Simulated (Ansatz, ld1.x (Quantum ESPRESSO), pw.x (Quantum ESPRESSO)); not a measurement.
**chromium (Cr): does the RRKJ potential hold in the solid?**

ld1.x (Quantum ESPRESSO) 7.5 input, shortened:

```
&input
   title='Cr', zed=24., rel=1, dft='PBE', iswitch=3,
   config='[Ar] 3d4 4s2 4p0'
 /
 &inputp
   pseudotype=2, tm=.false., rho0=0.02, lloc=0,
   nlcc=.true., rcore=1.30
 /
3
4P  2  1   0.00   0.00  3.40  3.40  0.0
3D  3  2   4.00   0.00  1.40  1.40  0.0
4S  1  0   2.00   0.00  1.90  1.90  0.0
 &test
   configts(1)='3d4 4s2 4p0'
 /
```

Crystal test: bcc Cr in pw.x 7.5, no spin, 16³ k-points, Fermi–Dirac smearing 0.01 Ry, cutoffs 120/480 Ry. The reference is all-electron LAPW (Ansatz 0.2.0) with the same functional, mesh and smearing; V0 and B0 come from Birch–Murnaghan fits to the pressures at five volumes. Errors are pseudo minus all-electron; Δ is the rms difference of the E(V) curves that follow from these fits, minima aligned, over ±6 % about the mean V0. Mesh and smearing are coarse, so the numbers serve the comparison and aren't converged zero-temperature values; the lattice is a test structure that the element need not adopt. Spin polarisation and strong correlation are left out, which matters for this element.

| V (Å³/atom) | P all-electron (GPa) | P pseudo (GPa) |
| --- | --- | --- |
| 10.998 | 14.15 | 26.79 |
| 11.288 | 6.38 | 17.93 |
| 11.577 | -0.44 | 10.14 |
| 11.866 | -6.41 | 3.30 |
| 12.156 | -11.64 | -2.71 |

All-electron: a0 = 2.849 Å (V0 = 11.56 Å³/atom), B0 = 256.7 GPa.

Pseudopotential: mean pressure error (GPa): +10.68; a0 (Å): 2.886; a0 error (%): +1.32; B0 error (%): -3.2; Δ (meV/atom): 25.7. The largest radius (3.40 bohr) exceeds half the bond length (2.33 bohr), so the spheres overlap, which is one possible source of error among others. This is a poor potential for the solid.

Q: At the middle volume, how do free energy and pressure move when the wave cutoff is lowered (ecutrho kept at four times it)?

A:

```
cutoff (Ry)  shift of F (meV/atom)  shift of P (GPa)
         54                +5892.4           -351.12
         72                 +430.1            -50.47
         96                   +9.4             +0.43
```

The run at the middle volume (145 k-points, 7 iterations) took about 22 s on one core of a shared host (Neoverse-V2, 96 threads, 742 GiB, load 38).
